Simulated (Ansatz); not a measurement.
Compare A (`CC#CCF`) with its isomer B (`C=C=C(C)F`).

Computed with Ansatz on PBE0-D4/def2-TZVP structures; ΔE is electronic, products minus reactants. CCSD(T)/CBS is the MP2 limit (def2-TZVPP, def2-QZVPP) plus CCSD(T) − MP2 in def2-TZVPP, frozen cores. DFT in def2-TZVPP. B3LYP here is the variant with VWN-RPA as its local correlation; programs differ in this.

A:

```xyz
10

C    -0.603   -1.466   -1.317
C    -0.193   -0.444   -0.376
C     0.154    0.408    0.397
C     0.562    1.429    1.341
F     1.515    2.273    0.799
H    -0.335   -2.463   -0.959
H    -0.115   -1.313   -2.283
H    -1.684   -1.440   -1.479
H     0.994    0.974    2.239
H    -0.294    2.043    1.639
```

B:

```xyz
10

C     1.224    0.059    1.726
C     0.490   -0.270    0.706
C    -0.250   -0.562   -0.326
C    -0.888    0.382   -1.273
F    -0.504   -1.858   -0.621
H     0.789    0.225    2.709
H     2.301    0.173    1.638
H    -0.531    0.196   -2.290
H    -0.659    1.410   -0.999
H    -1.973    0.245   -1.269
```

(1) Which is lower in electronic energy at CCSD(T)/CBS, and by how much? (Estimate.)

(2) Give E(B) − E(A) in kcal/mol with MP2/def2-TZVPP, PBE0-D4, HF/def2-TZVPP, B3LYP, CCSD/def2-TZVPP, B2PLYP, PBE-D4. (Estimate.)

(3) Does the order hold for the free energy at 298.15 K (harmonic terms from PBE0-D4)? (Best estimate.)

Largest T1 diagnostic: 0.012.

Results:

(1) Computed: A, by 0.6 kcal/mol.

(2) Ansatz gave: MP2/def2-TZVPP 3.9, PBE0-D4 -2.0, HF/def2-TZVPP 3.4, B3LYP -1.4, CCSD/def2-TZVPP 1.1, B2PLYP 0.8, PBE-D4 -3.7. The order is the other way round with PBE0-D4, B3LYP, PBE-D4.

(3) Computed: Yes: G(B) − G(A) = +1.4 kcal/mol. Modes under 60 cm⁻¹, often nearly free rotors, make the harmonic entropy too high.

At CCSD(T), def2-SVP lies −0.8 kcal/mol from the extrapolated value and def2-TZVPP −0.2 kcal/mol. From BLYP to BHLYP (50 % exact exchange), in def2-TZVPP and without D4, E(B) − E(A) moves by +2.8 kcal/mol.
